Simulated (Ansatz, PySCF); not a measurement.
Ligands exchanged one at a time, Si Cl-SH. Gas-phase values, no solvent. One relaxed conformer stands for each flexible species; it need not be the lowest. Strings in code marks are SMILES.

Quantity: redistribution energy (mixed species minus the weighted end members), in kcal/mol.

Level 1: frozen-core MP2/cc-pVTZ // r2SCAN-D4/def2-TZVP (Ansatz, a first-principles code)
Level 2: PBE/6-31G* // r2SCAN-D4/def2-TZVP (PySCF)
Level 3: HF/3-21G // r2SCAN-D4/def2-TZVP (PySCF)
Level 4: HF/cc-pVTZ // r2SCAN-D4/def2-TZVP (Ansatz)

| species | level 1 | level 2 | level 3 | level 4 |
|---|---|---|---|---|
| 1 of 4 Cl replaced by SH: `S[Si](Cl)(Cl)Cl` | 0.10 | -0.01 | -0.68 | -0.25 |
| 2 of 4 Cl replaced by SH: `Cl[Si](Cl)(S)S` (H–S–Si–Cl torsion 53°, Cl–Si–S–H torsion -53°) | 1.34 | 1.49 | 0.73 | 0.79 |
| 3 of 4 Cl replaced by SH: `S[Si](S)(S)Cl` | -0.03 | -0.03 | -0.54 | -0.37 |
